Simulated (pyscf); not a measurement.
PySCF, gas phase, ωB97X-D3(BJ)/def2-SVP geometries.

Task: Estimate the classical barrier height and the reaction energy of HO–Ga(F)–F (SMILES [OH][Ga]([F])[F]) + HCl (SMILES Cl) -> HO–Ga(F)–Cl (SMILES [OH][Ga]([F])[Cl]) + HF (SMILES F) at PBE0-D3(BJ)/def2-TZVP. The step runs on the singlet surface, breaks F–Ga, Cl–H and forms Cl–Ga, F–H; take the separated reactants as zero.

Result: ΔE‡ = -8.0 kcal/mol, ΔE = -9.2 kcal/mol. ωB97M-D3(BJ)/def2-TZVP gives -5.0 kcal/mol and -7.8 kcal/mol. Zero-point energy shifts the barrier by +0.3 kcal/mol. It is a four-centre exchange, with an imaginary mode of 441i cm⁻¹. On the reactant side the descent ends in an adduct with a Cl–Ga contact, 11.2 kcal/mol under the separated species and 3.6 kcal/mol under the saddle at ωB97X-D3(BJ)/def2-TZVP. On the product side the descent ends in an adduct with a F–Ga contact, 10.8 kcal/mol under the separated species and 12.9 kcal/mol under the saddle at ωB97X-D3(BJ)/def2-TZVP. At PBE0-D3(BJ) the saddle lies under the separated reactants, which points to a path from their complex (located at ωB97X-D3(BJ) alone). What is counted as formed (Cl–Ga) is already present as a longer contact in the reactant adduct; forming that adduct is a step of its own. What is counted as broken (F–Ga) persists as a longer contact in the product adduct; parting that adduct is a step of its own. At ωB97X-D3(BJ) the barrier from the zero used here is -7.6 kcal/mol. One saddle was located; it need not be the lowest between these sides. Elements up to Kr have no core potential and no relativistic terms here.
